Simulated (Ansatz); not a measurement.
Basis-set extrapolation for C$_{4}$H$_{9}$Cl (`CC(C)CCl`) (PBE0-D4/def2-TZVP geometry, frozen core, Ansatz 0.2.0). Multiplicity 1, RHF reference.

```
                      def2-TZVPP   def2-QZVPP
                 HF  -616.290256  -616.310484
    MP2 correlation    -0.898738    -0.962385
CCSD(T) correlation    -0.997265      not run
```

Energies in hartree. Use E(X) = E(∞) + A·exp(−7.88·√X) for Hartree–Fock and E(X) = E(∞) + B·X^(−2.97) for correlation, with X = 3 and 4, and add CCSD(T) minus MP2 of the smaller set to the MP2 limit.

Q: What is the CCSD(T) energy at the basis-set limit?

A: HF limit: -616.310484 + (-0.020228) × 0.13774 = -616.31327. MP2 limit: -0.962385 + (-0.063647) × 0.74074 = -1.00953. Higher-order term: -0.997265 − (-0.898738) = -0.09853. Total: -617.42133 hartree, 351.3 kJ/mol below CCSD(T)/def2-TZVPP.
